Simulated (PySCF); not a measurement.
Gas-phase reaction: SO2 + H2 → H2S + 2 O

Computed with PySCF and rigid-rotor harmonic-oscillator thermochemistry at 1 bar. The comparison is the NASA 1993 polynomial table, which mixes measured and estimated data. † marks an energy on the PBE0/def2-TZVP geometry and frequencies; other levels use their own. CCSD(T) freezes the core. 6-31G* has spherical d functions here. Open shells (unrestricted): O (multiplicity 3); the rest are closed-shell singlets. Spin-orbit splitting is ignored; it lowers the true energy and changes the entropy of O. B3LYP is the form with VWN-RPA correlation. CCSD(T) isn't extrapolated to the basis-set limit. Warning, large T1 diagnostic: SO2 (CCSD(T)/def2-TZVPP†).

```tsv
level	ΔH°(298 K), kJ
table	774.7
B3LYP/6-31G*	670.3
B3LYP/def2-TZVP†	742.9
BLYP/def2-TZVP†	[?]
CCSD(T)/def2-TZVPP†	711.7
LDA/def2-TZVP†	[?]
ωB97X-V/def2-TZVP†	[?]
```

Task: Some entries are withheld; supply them.

Result: 
- BLYP/def2-TZVP†, ΔH°(298 K), kJ: 804.9
- LDA/def2-TZVP†, ΔH°(298 K), kJ: 1005.4
- ωB97X-V/def2-TZVP†, ΔH°(298 K), kJ: 746.1
